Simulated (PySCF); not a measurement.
Molecule: `O=C(NC)C`, C$_{3}$H$_{7}$NO.

Molfile (atoms numbered from 1):
```
C3H7NO
     RDKit          3D

 12 11  0  0  0  0  0  0  0  0999 V2000
    1.8659    0.0911    0.3058 C   0  0  0  0  0  0  0  0  0  0  0  0
    0.5307   -0.3971    0.0795 N   0  0  0  0  0  0  0  0  0  0  0  0
   -0.5255    0.4586    0.0501 C   0  0  0  0  0  0  0  0  0  0  0  0
   -1.8716   -0.1728   -0.2285 C   0  0  0  0  0  0  0  0  0  0  0  0
   -0.3860    1.6548    0.2138 O   0  0  0  0  0  0  0  0  0  0  0  0
    2.1341    0.8632   -0.4322 H   0  0  0  0  0  0  0  0  0  0  0  0
    1.9661    0.5472    1.3044 H   0  0  0  0  0  0  0  0  0  0  0  0
    2.5777   -0.7408    0.2253 H   0  0  0  0  0  0  0  0  0  0  0  0
    0.3751   -1.3864   -0.0456 H   0  0  0  0  0  0  0  0  0  0  0  0
   -2.6237    0.3166    0.4036 H   0  0  0  0  0  0  0  0  0  0  0  0
   -1.8967   -1.2582   -0.0557 H   0  0  0  0  0  0  0  0  0  0  0  0
   -2.1462    0.0239   -1.2763 H   0  0  0  0  0  0  0  0  0  0  0  0
  1  2  1  0
  2  3  1  0
  3  4  1  0
  3  5  2  0
  1  6  1  0
  1  7  1  0
  1  8  1  0
  2  9  1  0
  4 10  1  0
  4 11  1  0
  4 12  1  0
M  END
```

Geometry PBE0-D3(BJ)/def2-SVP throughout; GIAO in PySCF 2.14, gas phase, one conformer, non-relativistic; equivalent atoms averaged; basis pcSseg-2.

For orientation, BLYP gives these absolute shieldings σ: C3 4.5, C1 149.5, C4 151.4, N2 128.8, O5 -77.5, H9 26.65, H6/H7/H8 28.38, H10/H11/H12 29.60 ppm.

A run gave: C3 21.5, C1 158.5, C4 161.6, N2 140.9, O5 -58.6, H9 26.38, H6/H7/H8 28.31, H10/H11/H12 29.48 ppm (absolute shieldings σ).

Task: Which functional was used in that run?
A. OPBE
B. LDA
C. wB97X-D
D. LC-wPBE
E. KT2

Result: A. O5 tells them apart best: OPBE gives -58.6, wB97X-D gives -90.8, KT2 gives -51.7, LC-wPBE gives -87.1, LDA gives -82.5 ppm.
